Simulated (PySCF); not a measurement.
SMILES FC(F)=C(F)F (PBE0/def2-SVP optimised geometry):

```
6

F      1.381     1.095     0.000
C      0.665     0.000     0.000
F      1.381    -1.095     0.000
C     -0.665     0.000     0.000
F     -1.381    -1.095     0.000
F     -1.381     1.095     0.000
```

Computed with PBE0/def2-TZVP in PySCF 2.14.0.

Question: What are the frontier orbital energies and the dipole moment?

Answer: HOMO-2 -12.93 eV, HOMO-1 -12.64 eV, HOMO -7.46 eV, LUMO 0.84 eV, LUMO+1 1.73 eV; dipole moment 0.00 D.

On the same geometry PBE/def2-TZVP (PySCF) gives HOMO-2 -10.82 eV, HOMO-1 -10.38 eV, HOMO -5.99 eV, LUMO -0.20 eV, LUMO+1 0.52 eV; dipole moment 0.00 D.

Meta-Löwdin charges at PBE0/def2-TZVP: F1 -0.22, C2 0.45, F3 -0.22, C4 0.45, F5 -0.22, F6 -0.22.
